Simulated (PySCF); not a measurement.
# Neon: a sound run and one with changed settings

Sound run: Ne [Ne], Ne+ [He] 2s2 2p5. Calculation: PySCF 2.14, in 6-31G* (3s2p1d, 14 functions); the non-relativistic Hamiltonian (point nucleus). In the sound run the correlated levels freeze 1s2. The sound run starts from symmetry-adapted Hartree-Fock orbitals and uses a fine grid where one is needed.

A second run was set up differently.

| species | method | sound run (hartree) | changed run (hartree) | converged |
| --- | --- | --- | --- | --- |
| Ne | UHF | -128.47388 | -126.60453 | yes |
| Ne | BP86 | -128.88778 | -126.91906 | yes |
| Ne | LDA | -128.14147 | -126.15194 | yes |
| Ne | MP2 | -128.62414 | -126.60453 | yes |
| Ne+ | UHF | -127.75061 | -126.06147 | yes |
| Ne+ | BP86 | -128.10356 | -126.33771 | yes |
| Ne+ | LDA | -127.34398 | -125.56721 | yes |
| Ne+ | MP2 | -127.84687 | -126.06147 | yes |

Ionisation energy of Ne:

```tsv
method	sound run (eV)	changed run (eV)
UHF	19.681	14.777
BP86	21.340	15.819
LDA	21.701	15.911
MP2	21.150	14.777
SCS-MP2	21.040	14.777
```

(1) What was changed?
A. a valence shell is frozen
B. all electrons correlated in a valence basis
C. basis contracted for another Hamiltonian
D. minimal basis

Results:

(1) D. It used basis STO-3G. A minimal basis cannot let orbitals breathe on ionisation and holds almost no correlation.
